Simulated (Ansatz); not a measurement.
## Two structures, one formula

Two relaxed structures of CH2NSi, doublet (PBE0-D4/def2-TZVP; forces vanish, vibrations not checked).

A:

```
atom    x (Å)    y (Å)    z (Å)
  N1  -0.0817  -0.5156   0.8755
  C2  -0.0467  -1.1872   1.8385
 Si3  -0.2851   0.5530  -0.4710
  H4  -0.5011  -0.2699  -1.6850
  H5   0.9145   1.4196  -0.5581
```

B:

```csv
atom,x (Å),y (Å),z (Å)
N1,-0.0482,-1.2141,1.8807
C2,-0.0906,-0.5493,0.9374
Si3,-0.2678,0.5619,-0.5060
H4,-0.5074,-0.2474,-1.7218
H5,0.9140,1.4490,-0.5904
```

Ansatz 0.2.0; basis: def2-TZVPP; cores frozen in the correlated methods; orbitals are unrestricted. B3LYP uses VWN-RPA correlation.

(1) Which structure is lower at CCSD(T), and by how much? (Judge from chemistry; the value comes from the calculation.)

(2) Do the other methods give the same order? (Judge from chemistry; the calculation decides.)

The T1 diagnostic stays at or below 0.028. ⟨S²⟩ of the unrestricted Hartree–Fock references: 0.76 to 0.82 (a pure state has 0.75). The unrestricted reference is spin-contaminated, which hurts MP2 most.

## Answers

(1) By the calculation: B, by 23.8 kJ/mol (electronic energy, against the other). By their contacts, A is CH₂NSi ([C][N][SiH2]) and B is CH₂NSi ([N][C][SiH2]).

(2) The calculation gives: Not all: HF gives the other order.

```csv
method,E(B) − E(A) (kJ/mol)
PBE-D4,-30.8
r2SCAN-D4,-24.7
PBE0-D4,-22.8
B3LYP-D4,-17.9
wB97M-V,-13.6
HF,7.7
MP2,-20.2
CCSD,-21.2
CCSD(T),-23.8
```

Labels in which every atom is bracketed show which atoms are joined, not bond orders.

For scale, one of the runs: CCSD(T)/def2-TZVPP, 132 basis functions, launched by `ansatz run in.yaml --threads 2 --pin off --events-out ev --progress --plain --max-ram 4352MiB`. Hardware: 2 CPU threads of an Arm Neoverse V1, shared host. Wall time 29 s; peak host memory 1.4 GiB.
